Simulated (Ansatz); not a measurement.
Total energies of SiFH3 (SiH3F) from Ansatz at CCSD(T)/def2-TZVPP, gas phase (1 Eh = 27.2114 eV = 2625.5 kJ/mol). The reference geometry is relaxed at PBE0-D4/def2-TZVP.

| state | geometry | energy (Eh) |
| --- | --- | --- |
| charge 0 singlet | reference | -390.64695 |
| charge 1 doublet | reference | -390.17608 |
| free Si atom (triplet) | – | -288.92770 |
| free F atom (doublet) | – | -99.62506 |
| free H atom (doublet) | – | -0.49981 |

Correlated methods freeze 6 core orbitals.

Work out the vertical ionisation energy to the doublet.

E(charge 1 doublet) − E(charge 0 singlet) = -390.17608 − (-390.64695) = 0.47087 Eh = 12.81 eV.

What is the binding energy per atom against free atoms?

Atoms: 1 × (-288.92770) + 1 × (-99.62506) + 3 × (-0.49981) = -390.05219 Eh. Binding: -390.05219 − (-390.64695) = 0.59476 Eh = 16.18 eV, or 3.24 eV for each of 5 atoms (no zero-point energy, no counterpoise term).
